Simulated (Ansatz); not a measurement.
## SiH3O (SMILES [O][SiH3]): the energy, rung by rung

The species is SiH3O (5 atoms), meant as a doublet with charge 0. SMILES: `[O][SiH3]`. The shape is that of a GFN2-xTB optimisation.

| atom | x (Å) | y (Å) | z (Å) |
| --- | --- | --- | --- |
| O | -1.4166 | 0.2678 | 0.6902 |
| Si | -0.0659 | 0.0078 | 0.0199 |
| H | -0.1206 | -0.2424 | -1.4475 |
| H | 0.6859 | -1.1593 | 0.5729 |
| H | 0.9172 | 1.1260 | 0.1645 |

Quantity: the energy change with the O1–Si2 bond stretched from 1.530 to 2.295 Å, in eV. The values are calculated.

```tsv
level	kind	program	value (eV)	less FCI/STO-3G	CPU time (all runs)
UHF/STO-3G	Hartree–Fock	Ansatz	1.00	+0.23	0.62 s
UB3LYP/STO-3G	global hybrid	Ansatz	1.24	+0.47	16 s
UBHLYP/STO-3G	global hybrid	Ansatz	1.50	+0.73	14 s
UPBE0/STO-3G	global hybrid	Ansatz	1.35	+0.58	16 s
U-wB97X/STO-3G	range-separated hybrid	Ansatz	1.38	+0.61	94 s
UBCCD(T)/STO-3G	coupled cluster or CI	Ansatz	0.78	+0.01	1.3 s
UCCSD/STO-3G	coupled cluster or CI	Ansatz	0.78	+0.01	1 s
UCCSDTQ/STO-3G	coupled cluster or CI	Ansatz	0.77	0.00	76 s
FCI/STO-3G	exact in the basis	Ansatz	0.77	0.00	4.6 s
```

FCI/STO-3G is exact within its basis and frozen core, so for wave-function methods in that basis the difference is their error; functionals converge differently with the basis, so for them it is only a difference. The first shape isn't each level's own minimum. The values span 0.77 to 1.50 eV. Spin contamination of the reference (⟨S²⟩ at least 0.1 too high) touches UHF/STO-3G, UBHLYP/STO-3G, U-wB97X/STO-3G, UBCCD(T)/STO-3G, UCCSD/STO-3G, UCCSDTQ/STO-3G. All rows use very small basis sets, so none should be taken for the real molecule's value. Times are those of the runs behind each value, whatever else they computed, on shared processors of several kinds: orders of magnitude only.
